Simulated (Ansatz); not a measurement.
# OSi: the cost of one run

Computed with Ansatz 0.2.0, driven from Python. Level of theory: PBE0/cc-pVDZ.

## 1. The system

Bond lengths: Si1–O2 1.531 Å.

The script holds or builds the structure itself.

## 2. The code

The input, osi_freq.py:

```python
# -*- coding: utf-8 -*-
"""Harmonic frequencies of OSi(+) at its relaxed geometry."""

import itertools

import ansatz as az
from ase.data import atomic_numbers, covalent_radii
import numpy as np

geometry_ang = [
    ("Si", (0.7656, 0.0, 0.0)),
    ("O", (-0.7656, 0.0, 0.0)),
]
system = az.Crystal.molecule()
for symbol, xyz in geometry_ang:
    system = system.atom(symbol, xyz)

model = (
    system.calculation()
    .basis(gaussian="cc-pVDZ")
    .functional("PBE0")
    .charge(1)
    .spin("collinear", total=1)
)
symbols = [site.symbol for site in system.cartesian_sites]
start = np.array([site.position_ang for site in system.cartesian_sites], dtype=float)
rep = model.relax(force_tolerance=0.003, max_steps=100).run(threads=1, backend="cpu").report
end = np.array(rep["positions_ang"])

# pairs closer than 1.2 times the sum of covalent radii, before or after
radius = [covalent_radii[atomic_numbers[s]] for s in symbols]
span = lambda where, i, j: np.linalg.norm(where[i] - where[j])
bonded = [(i, j) for i, j in itertools.combinations(range(len(symbols)), 2) if min(span(start, i, j), span(end, i, j)) < 1.2 * (radius[i] + radius[j])]
print("pair        before    after (A)")
for i, j in bonded:
    print(f"{symbols[i]}{i}-{symbols[j]}{j}".ljust(10), f"{span(start, i, j):8.4f} {span(end, i, j):8.4f}")

# same settings at the minimum
minimum = az.Crystal.molecule()
for symbol, place in zip(symbols, end):
    minimum = minimum.atom(symbol, place.tolist())
vibrating = (
    minimum.calculation()
    .basis(gaussian="cc-pVDZ")
    .functional("PBE0")
    .charge(1)
    .spin("collinear", total=1)
    .phonons(temperatures=(100, 500, 100))
)
vib = vibrating.run(threads=1, backend="cpu").report["vibrations"]
sums = vib["harmonic_sums"]
modes = [m["omega_inv_cm"] for m in sums["modes_at_gamma"] if m["rigid_motion"] == "no"]
print("frequencies (1/cm):", " ".join(f"{w:.0f}" for w in modes))
print("imaginary modes:", sum(w < 0 for w in modes), " zero-point energy:", round(sums["zero_point_energy_ev"], 4), "eV")
```

## 3. Launch

The run is started by

```sh
$ python osi_freq.py
```

What time and memory should one allow on 1 thread of Intel Xeon 6975P-C (Granite Rapids), shared host?

About 6.9 s, with a peak of 0.18 GiB.
